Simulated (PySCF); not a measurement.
Cyclopentanone, C5H8O.
Atom-mapped SMILES: `[O:1]=[C:2]1[CH2:3][CH2:4][CH2:5][CH2:6]1` (hydrogens: H7, H8 on C3; H9, H10 on C4; H11, H12 on C5; H13, H14 on C6)

Method used: PBE0-D3(BJ)/def2-SVP geometry optimisation, gas phase in PySCF.

Entries marked ? are missing. Bonds in one row agree within 0.01 Å.

| coordinate | value |
| --- | --- |
| O1=C2 | ? |
| C2–C3, C2–C6 | ? |
| C3–C4, C5–C6 | ? |
| C4–C5 | ? |
| C3–H7 and 3 like bonds | 1.102 Å |
| C4–H9 and 3 like bonds | 1.101 Å |
| O1–C2–C3 | 125.9° |
| C3–C2–C6 | ? |
| C2–C3–C4 | ? |
| C3–C4–C5 | ? |

Q: Fill in the missing values.

A: 
- O1=C2 = 1.202 Å, drawn double (ketone oxygen to ketone carbonyl carbon); 0.19 Å below the sum of covalent radii, 1.39 Å.
- C2–C3, C2–C6 = 1.524 Å, drawn single (ketone carbonyl carbon to sp3 carbon next to a carbonyl); 0.03 Å above the sum of covalent radii, 1.49 Å.
- C3–C4, C5–C6 = 1.526 Å, drawn single (sp3 carbon next to a carbonyl to ring CH2 carbon); 0.01 Å above the sum of covalent radii, 1.52 Å.
- C4–C5 = 1.535 Å, drawn single (both ends ring CH2 carbon); 0.02 Å above the sum of covalent radii, 1.52 Å.
- C3–C2–C6 = 108.1°, at the ketone carbonyl carbon, inside a 5-membered ring; the outer atoms are 2.467 Å apart.
- C2–C3–C4 = 105.0°, at the sp3 carbon next to a carbonyl, inside a 5-membered ring; the outer atoms are 2.419 Å apart.
- C3–C4–C5 = 103.9°, at the ring CH2 carbon, inside a 5-membered ring; the outer atoms are 2.410 Å apart.

Radii are Cordero's, carbon taken as 0.76, 0.73 or 0.69 Å for four, three, and two or fewer neighbours.

No PBE0-D3(BJ)/def2-SVP frequencies stand behind this structure, so it isn't proved a minimum. The numbers are those of one conformer (O1–C2–C3–C4 168°, C2–C3–C4–C5 31°, C3–C4–C5–C6 -38°, C4–C5–C6–C2 31°).

The run took about 40 s of CPU time (one thread, shared machine). This is the geometry optimisation.
